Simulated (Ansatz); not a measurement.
We consider rock-salt TiN, described by PBE0 (Ansatz, a first-principles code, PAW).

Settings: plane-wave cutoff 460 eV, 12×12×12 k mesh, Fermi–Dirac smearing 0.05 eV, no spin polarisation, scalar-relativistic PAW data made under PBE.

A third-order Birch–Murnaghan fit to the energies gives V0 = 9.300 Å³/atom, B0 = 314 GPa, B′ = 4.2.

```
V (Å³/atom)  P (GPa)
-----------  -------
8.834            ___
9.066            ___
9.334            ___
9.531          -7.32
9.764         -13.79
```

Estimate the withheld pressures from this fit; the answers are the runs' own values.


- 8.834, P (GPa): 17.98
- 9.066, P (GPa): 8.44
- 9.334, P (GPa): -1.12

The formula P = (3/2) B0 (x^(7/3) − x^(5/3)) [1 + (3/4)(B′ − 4)(x^(2/3) − 1)] with x = V0/V meets the computed pressures within 0.02 GPa when these rounded values are put in.

Measured, for comparison: bulk modulus 288 GPa (temperature not stated, no zero-point or thermal correction; as tabulated in Krasnenko and Brik (2013), arXiv:1306.3139); equilibrium volume per atom 9.52 Å³/atom (temperature not stated, no zero-point or thermal correction; as tabulated in Zhang et al. (2018), doi:10.1088/1367-2630/aac7f0). Computed (rounded) less measured: bulk modulus +9 %, equilibrium volume per atom -2.3 %. A static lattice is as a rule a little smaller and stiffer than an uncorrected measurement, which narrows the difference in the bulk modulus and would widen misses of the other sign.

Note: the run has no spin polarisation, so it can have missed a magnetic state.

The computed numbers hold no vibrational or temperature effects.
